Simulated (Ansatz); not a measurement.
**CH4 with SiH3Cl: structure and interaction energy**

Aim: relax the pair, then compute its interaction energy with counterpoise at many levels, up to CCSD(T).

Computed with Ansatz 0.2.0, Gaussian basis. Level: PBE0-D4 structure, single points in def2-TZVPPD.

Levels: PBE-D4, revPBE-D4, BLYP-D4, r2SCAN-D4, B97M-V, PBE0-D4, B3LYP-D4, HSE06-D4, wB97X-V, wB97M-V, B2PLYP, Hartree-Fock, MP2, CCSD, CCSD(T). The reference is CCSD(T) extrapolated to the basis limit.

Correlated methods freeze the cores. B3LYP uses VWN-RPA correlation. B2PLYP carries no dispersion term here.

176 further runs of the same task are left out: 176 set aside as unsound or not needed. Runs told in other sessions of the task aren't counted.

## Step 1: Starting geometry

The pair, from a GFN2-xTB docking trial: 10 atoms, charge 0, spin multiplicity 1.

Atoms are counted from 1 here; the program's logs count them from 0.

Bond lengths: C1–H2 1.082 Å, C1–H3 1.082 Å, C1–H4 1.082 Å, C1–H5 1.082 Å, Si6–Cl7 2.012 Å, Si6–H8 1.456 Å, Si6–H9 1.459 Å, Si6–H10 1.461 Å. Angles: H2–C1–H3 109.5°, H2–C1–H4 109.5°, H2–C1–H5 109.5°, H3–C1–H4 109.4°, H3–C1–H5 109.4°, H4–C1–H5 109.5°, Cl7–Si6–H8 108.2°, Cl7–Si6–H9 107.8°, Cl7–Si6–H10 108.0°, H8–Si6–H9 110.7°, H8–Si6–H10 111.3°, H9–Si6–H10 110.6°.

As a file:

```csv
atom,x (Å),y (Å),z (Å)
C1,0.0716,-0.0061,-1.9612
H2,0.7335,-0.4423,-1.2243
H3,0.2764,1.0530,-2.0487
H4,-0.9561,-0.1499,-1.6540
H5,0.2320,-0.4843,-2.9190
Si6,-0.1781,0.0831,1.9570
Cl7,1.4645,-1.0789,1.9733
H8,0.1513,1.3271,1.2754
H9,-0.5575,0.3390,3.3428
H10,-1.2376,-0.6407,1.2588
```

Atoms 1 to 5 are fragment A (CH4), the rest fragment B (SiH3Cl).

## Step 2: A first relaxation in a small basis

Input file pre/in.yaml:

```yaml
crystal:
  periodic: [false, false, false]
  atoms:
    - {symbol: C, position_ang: [0.071600, -0.006100, -1.961200]}
    - {symbol: H, position_ang: [0.733500, -0.442300, -1.224300]}
    - {symbol: H, position_ang: [0.276400, 1.053000, -2.048700]}
    - {symbol: H, position_ang: [-0.956100, -0.149900, -1.654000]}
    - {symbol: H, position_ang: [0.232000, -0.484300, -2.919000]}
    - {symbol: Si, position_ang: [-0.178100, 0.083100, 1.957000]}
    - {symbol: Cl, position_ang: [1.464500, -1.078900, 1.973300]}
    - {symbol: H, position_ang: [0.151300, 1.327100, 1.275400]}
    - {symbol: H, position_ang: [-0.557500, 0.339000, 3.342800]}
    - {symbol: H, position_ang: [-1.237600, -0.640700, 1.258800]}
basis:
  gaussian: {orbitals: def2-SVP}
hamiltonian: {xc: pbe, dispersion: d4}
relax: {f_tol: 0.03, max_steps: 250}
```

Started as:

```
$ ansatz run in.yaml --threads 4 --pin off --events-out ev --progress --plain --max-ram 9574MiB
```

After this run come: Relaxation at PBE0-D4; PBE-D4/def2-TZVPPD; r2SCAN-D4/def2-TZVPPD; PBE0-D4/def2-TZVPPD; B3LYP-D4/def2-TZVPPD; wB97X-V/def2-TZVPPD; wB97M-V/def2-TZVPPD; B2PLYP/def2-TZVPPD; BLYP-D4/def2-TZVPPD; revPBE-D4/def2-TZVPPD; B97M-V/def2-TZVPPD; HSE06-D4/def2-TZVPPD; CCSD(T)/def2-TZVPPD; MP2/def2-QZVPPD; Hartree-Fock/STO-3G; PBE-D4/STO-3G; B3LYP-D4/6-31G; SPW92/def2-SVP; PBE-D4/def2-SVP; PBE0-D4/def2-SVP; wB97M-V/def2-SVP; CCSD(T)/def2-SVP; Vibrations of the pair.

**Question.** What will these runs give? Wanted: interaction energy, CCSD(T)/CBS; of it Hartree-Fock; D4 term of PBE0-D4; shortest contact; lowest wavenumber.

**Answer**, as computed:

| quantity | value |
| --- | --- |
| interaction energy, CCSD(T)/CBS | -4.32 kJ/mol |
| of it Hartree-Fock (basis limit) | +2.53 kJ/mol |
| D4 term of PBE0-D4 | -4.11 kJ/mol |
| shortest contact | H4–H10 3.00 Å |
| lowest wavenumber | 16 cm⁻¹ |

In words: The pair is bound by 4.32 kJ/mol at fixed fragment shapes. Hartree-Fock doesn't bind it at this geometry, so correlation, mostly dispersion, holds it together. wB97X-V is the best functional here (-0.13 kJ/mol from CCSD(T)/CBS); B2PLYP is the worst (+3.95 kJ/mol). By rung, the mean size of the error is: GGA 0.59, meta-GGA 0.34, hybrid 0.40, screened hybrid 0.60, range-separated hybrid 0.17, double hybrid 3.95 kJ/mol. The double hybrids carry no dispersion term here, unlike the levels marked D4 or V. PBE-D4 gives an interaction energy 1.07 kJ/mol too low, an error of 25 % of the reference. CCSD(T) moves by -0.75 kJ/mol from triple zeta to the limit; gaps between functionals far smaller than that don't rank them. A lower arrangement may exist.
